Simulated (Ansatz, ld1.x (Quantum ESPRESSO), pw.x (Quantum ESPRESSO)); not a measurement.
**pw.x on diamond Ge: one setting changed**

Potential: norm-conserving Troullier–Martins (Kleinman–Bylander form), ld1.x (Quantum ESPRESSO) 7.5, PBE; core [Ar] 3d10, reference 4s1 4p3; waves: 4p (bound): rc 2.30 bohr; 4d channel at 0.05 Ry: rc 2.40 bohr; 4s (bound): rc 1.76 bohr; local part: the s channel; core correction: Bessel-smoothed model core, default radius (core density twice the valence density).

The reference run (k-mesh 8³, cutoffs 50/200 Ry, Fermi–Dirac 0.01 Ry, mixing_beta 0.4, conv_thr 1e-9, no spin) gives 0.29 GPa at 23.951 Å³/atom, where all-electron LAPW gives 0.00 GPa. This run, with its own iteration cap, changes mixing_beta to 0.2.

```
&control
  calculation='scf', prefix='x', pseudo_dir='./', outdir='./tmp', tstress=.true., disk_io='none'
/
&system
  ibrav=0, nat=2, ntyp=1, ecutwfc=50, ecutrho=200, nbnd=11,
  occupations='smearing', smearing='fd', degauss=0.01
/
&electrons
  conv_thr=1e-09, mixing_beta=0.2, electron_maxstep=60
/
ATOMIC_SPECIES
Ge 1.0 Ge.UPF
CELL_PARAMETERS angstrom
  0.00000000 2.88253474 2.88253474
  2.88253474 0.00000000 2.88253474
  2.88253474 2.88253474 0.00000000
ATOMIC_POSITIONS crystal
Ge 0.0000 0.0000 0.0000
Ge 0.2500 0.2500 0.2500
K_POINTS automatic
8 8 8 0 0 0
```

```bash
pw.x < Ge.scf.in > Ge.scf.out
```

How does the run end?

It converges in 11 iterations; the free energy moves by +0.0 meV/atom and the pressure by +0.00 GPa. The result is that of the reference run.

```
Message from routine setup:
     using ibrav=0 with symmetry is DISCOURAGED, use correct ibrav instead
     lattice parameter (alat)  =       7.7035  a.u.
     unit-cell volume          =     323.2587 (a.u.)^3
     number of electrons       =         8.00
     number of Kohn-Sham states=           11
     kinetic-energy cutoff     =      50.0000  Ry
     charge density cutoff     =     200.0000  Ry
     scf convergence threshold =      1.0E-09
     Exchange-correlation= PBE
     number of k points=    29  Fermi-Dirac smearing, width (Ry)=  0.0100
     iteration #  1     ecut=    50.00 Ry     beta= 0.20
     total energy              =     -42.84778574 Ry
     estimated scf accuracy    <       0.07964040 Ry
     iteration #  2     ecut=    50.00 Ry     beta= 0.20
     total energy              =     -42.82843239 Ry
     estimated scf accuracy    <       0.04617903 Ry
     iteration #  3     ecut=    50.00 Ry     beta= 0.20
     total energy              =     -42.83305575 Ry
     estimated scf accuracy    <       0.00046142 Ry
     [... 5 iterations left out ...]
     iteration #  9     ecut=    50.00 Ry     beta= 0.20
     total energy              =     -42.83328022 Ry
     estimated scf accuracy    <       0.00000002 Ry
     iteration # 10     ecut=    50.00 Ry     beta= 0.20
     total energy              =     -42.83328022 Ry
     estimated scf accuracy    <       0.00000001 Ry
     iteration # 11     ecut=    50.00 Ry     beta= 0.20
     the Fermi energy is     5.2591 ev
!    total energy              =     -42.83328022 Ry
     estimated scf accuracy    <          2.6E-11 Ry
     smearing contrib. (-TS)   =      -0.00080703 Ry
     The total energy is F=E-TS. E is the sum of the following terms:
     one-electron contribution =       4.36565891 Ry
     hartree contribution      =       1.20121120 Ry
     xc contribution           =     -32.57676476 Ry
     ewald contribution        =     -15.82257854 Ry
     convergence has been achieved in  11 iterations
          total   stress  (Ry/bohr**3)                   (kbar)     P=        2.94
     Message from routine punch:
     Nothing written, as per user request (disk_io='none')
```

The run took about 16 s on one core of a shared host (Intel(R) Xeon(R) Platinum 8259CL CPU @ 2.50GHz, 96 threads, 755 GiB, load 67).
